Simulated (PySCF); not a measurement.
# Ionisation and electron attachment of 2-propynyl

System: `C#C[CH2]` (C3H3•, doublet). Atom numbers as in the mapped SMILES `[CH:1]#[C:2][CH2:3]`.

Computed at PBE0-D3(BJ)/ma-def2-TZVP // PBE0-D3(BJ)/ma-def2-SVP with PySCF (density fitting, grid level 2). Zero-point and thermal terms (298.15 K, 1 bar) come from unscaled PBE0-D3(BJ)/ma-def2-SVP harmonic frequencies, with soft modes damped to free rotors in the entropy.

Frontier levels of the parent: HOMO -6.38 eV, LUMO -2.46 eV.

Oxidation to the singlet cation:
| Item | Value |
| --- | --- |
| Vertical ionisation energy (electronic) | 8.76 eV |
| Adiabatic ionisation energy (with zero-point energy) | 8.78 eV |
| Adiabatic, electronic part | 8.74 eV |
| Vertical gap at the product's structure | 8.72 eV |
| Inner reorganisation energy (four-point) | 36 meV |
| Relaxation of product / of parent | 15 / 21 meV |
| Largest changes of atomic charge | C1 0.36, C3 0.34, H (on C3) 0.09, H (on C3) 0.09 |
| Distances that move most (Å) | C2–C3 1.370 → 1.348; C1–H 1.075 → 1.087; C3–H 1.093 → 1.101; C3–H 1.093 → 1.101 |
| Potential in acetonitrile | 6.19 V absolute, 1.79 V against Fc+/Fc computed at 4.40 V (solvation -12 → -264 kJ/mol) |

Vertical ionisation energy to the triplet cation: 10.36 eV. This state was not relaxed.

Reduction to the singlet anion:
* Vertical electron affinity (electronic): 0.60 eV
* Adiabatic electron affinity (with zero-point energy): 0.84 eV
* Adiabatic, electronic part: 0.82 eV
* Vertical gap at the product's structure: 1.33 eV
* Inner reorganisation energy (four-point): 733 meV
* Relaxation of product / of parent: 226 / 507 meV
* Largest changes of atomic charge: C1 -0.42, C3 -0.32, H (on C1) -0.10
* Distances that move most (Å): C1–C2 1.233 → 1.282; C1–H 1.075 → 1.099; C2–C3 1.370 → 1.357
* Potential in acetonitrile: 3.38 V absolute, -1.02 V against Fc+/Fc computed at 4.40 V (solvation -12 → -257 kJ/mol)

Vertical electron affinity to the triplet anion: -0.82 eV. This state was not relaxed. The value is negative, so the extra electron is not bound, and the number hangs on the basis.

Solvents are IEF-PCM continua (electrostatics only, gas-phase structures); absolute potentials refer to an electron at rest in vacuum. Fc+/Fc in acetonitrile, 4.40 V, is PBE0-D3(BJ)/ma-def2-TZVP on PBE0-D3(BJ)/def2-SVP structures with GFN2-xTB thermal terms. Benchmark calculations put it near 5.0 V in acetonitrile and DMSO, so it is about 0.6 V low, and the value against it can read up to that much too high.

Against the Active Thermochemical Tables (version 1.112): ionisation energy to the singlet cation 8.67 (computed 8.78, error 0.11); electron affinity to the singlet anion 0.92 (computed 0.84, error -0.08) eV.

Measured values (NIST Chemistry WebBook, evaluated or the median of agreeing entries): adiabatic ionisation energy 8.67 eV (computed 8.78, difference 0.11).
